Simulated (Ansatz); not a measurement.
# BeNH2+ (quintet): the correlation ladder, def2-QZVPP

One table from this session's results is given with a row withheld; the runs are named, their logs left out.

The runs use Ansatz 0.2.0, Gaussian basis; def2-QZVPP, core rule «outside noble gas», up to 2 orbitals frozen.

Plan: UHF; ROHF; CCSD(T) on UHF.

### The geometry

The geometry is a PBE0/def2-TZVP stationary point (not a proven minimum) of the parent state, kept for this charge and spin.

4 atoms, charge 1, spin multiplicity 5.

Atoms are counted from 1 here; the program's logs count them from 0.

Bond lengths: N1–Be2 1.674 Å, N1–H3 1.024 Å, Be2–H4 1.461 Å. Angles: Be2–N1–H3 130.3°, N1–Be2–H4 80.9°.

Set-up of the first run:

in.yaml

```yaml
crystal:
  periodic: [false, false, false]
  atoms:
    - {symbol: N, position_ang: [0.000000, -0.063984, 0.637289]}
    - {symbol: Be, position_ang: [0.000000, -0.131246, -1.035629]}
    - {symbol: H, position_ang: [0.000000, 0.743116, 1.267285]}
    - {symbol: H, position_ang: [0.000000, 1.319522, -0.863531]}
basis:
  gaussian: {orbitals: "def2-QZVPP.json"}
total_charge: 1
magnetization: {spin_polarized: true, initial_magnetization: 4}
hamiltonian: {xc: hf}
output: {orbitals: {seedname: orbitals}}
```

Run with:

```bash
ansatz run in.yaml --threads 1 --pin off --events-out ev --progress --plain --max-ram 2393MiB
```

Steps of the session up to this table: UHF; ROHF; CCSD(T) on UHF.

One table of the session follows, with a row left open; its other results are not shown here.

It belongs to the step «Misses and costs». 

| method | from UCCSD(T) (meV) |
| --- | --- |
| ROHF | +4973.2 |
| UHF | +4772.6 |
| UMP2 | +651.8 |
| UCCSD | ? |
| UCCSD(T) | 0 |

Q: Estimate the row for UCCSD from the others.

As computed: from UCCSD(T) (meV): +128.3. In the column «from UCCSD(T) (meV)» it lies between UCCSD(T) (0) and UMP2 (+651.8).
